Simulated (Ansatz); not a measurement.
I need a ladder of methods at one geometry of C4H5N, SMILES C=C=CC=N. Use Ansatz 0.2.0, Python API. Settings (for the species named): Hartree-Fock, def2-SVP basis, multiplicity 1. The script varies functional: hf, blyp, r2scan0, revpbe.

The script reads `c4h5n.xyz`:
```text
10

C     1.69620    1.29400    0.23250
C     0.95520    0.22870    0.27020
C     0.20300   -0.82990    0.30220
C    -1.18800   -0.81580   -0.18810
N    -1.79030    0.21040   -0.68460
H     1.29600    2.22010   -0.16540
H     2.71720    1.27780    0.59400
H     0.57850   -1.76590    0.69430
H    -1.71910   -1.77980   -0.10520
H    -2.74870   -0.03970   -0.94990
```

Script `methods_c4h5n.py`:
```python
"""One geometry of C4H5N, method by method."""

from pathlib import Path

import ansatz as az
import numpy as np

c4h5n = az.Crystal.molecule_from_extxyz("c4h5n.xyz")

calc = c4h5n.calculation().basis(gaussian="def2-SVP")

print("functional    E (Ha)        dipole (D)   HOMO (eV)  LUMO (eV)")
for name in ["hf", "blyp", "r2scan0", "revpbe"]:
    summary = calc.functional(name).forces().orbitals().run(threads=1, pin="off", runs_dir="runs").report
    lines = Path(summary["orbitals_path"]).read_text().splitlines()
    field_of = lambda key: [line.split("=")[1].strip() for line in lines if line.startswith(key)]
    orbitals = [(27.211386 * float(e), s, float(n)) for e, s, n in zip(field_of("Ene="), field_of("Spin="), field_of("Occup="))]
    homo = max(e for e, _, n in orbitals if n > 0.5)
    lumo = min(e for e, _, n in orbitals if n < 0.5)
    dipole = 4.803205 * np.linalg.norm(summary["charge_distribution"]["dipole_moment_e_ang"])
    print(f"{name:10s} {summary['free_energy_ev'] / 27.211386246:14.6f} {dipole:9.3f} {homo:11.3f} {lumo:10.3f}")
```

```console
$ python methods_c4h5n.py
functional    E (Ha)        dipole (D)   HOMO (eV)  LUMO (eV)
hf            -208.487543     2.143      -7.270      0.771
blyp          -209.772015     1.838      -4.092     -4.096
r2scan0       -209.692993     2.031      -5.398     -3.283
revpbe        -209.805491     1.865      -4.232     -4.243
```

Total energies depend on the basis set; only differences at equal settings carry meaning. The geometry is a force-field or estimated start, not a minimum of this method, and the basis set is short of its limit. A lower total doesn't mark the better method: functionals have no common bound, and MP2 and coupled cluster aren't variational. Levels such as HOMO and LUMO are orbital energies: with these approximate functionals they aren't the ionisation energy and electron affinity, and their gap isn't the fundamental gap. Timing: 33 s on 1 thread of Arm Neoverse V2, on a shared host, peak memory 0.27 GiB.
